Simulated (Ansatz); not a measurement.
A calculation with Ansatz (development build ahead of 0.2.0).

```yaml
crystal:
  periodic: [false, false, false]
  atoms:
    - { symbol: C, position_ang: [-0.4739, 0.11432, -0.53476] }
    - { symbol: C, position_ang: [0.75418, -0.43014, -0.21402] }
    - { symbol: C, position_ang: [-0.24098, 0.30344, 0.73934] }
    - { symbol: H, position_ang: [-1.25817, 0.13979, -1.20074] }
    - { symbol: H, position_ang: [1.77112, -0.42757, -0.51682] }
    - { symbol: H, position_ang: [-0.23029, 0.64414, 1.71284] }
basis:
  gaussian: { orbitals: def2-SVP }
magnetization:
  spin_polarized: true
  initial_magnetization: 1
hamiltonian:
  xc: hf
output:
  forces: true
```

The input is written out in the form of the current development build from the run's settings.

Output:

- Converged: yes
- Total energy: -115.09163 hartree
- Spin squared of the determinant: 0.891
- Stability test: minimum

Forces (eV/Å):
```json
{"atom": "C1", "Fx": "-0.173", "Fy": "-0.384", "Fz": "0.638"}
{"atom": "C2", "Fx": "-1.203", "Fy": "-0.145", "Fz": "1.435"}
{"atom": "C3", "Fx": "2.925", "Fy": "-1.092", "Fz": "-1.496"}
{"atom": "H4", "Fx": "-1.492", "Fy": "0.437", "Fz": "-1.955"}
{"atom": "H5", "Fx": "0.689", "Fy": "0.444", "Fz": "-0.305"}
{"atom": "H6", "Fx": "-0.745", "Fy": "0.740", "Fz": "1.683"}
```

Caution: the unrestricted determinant is spin contaminated.
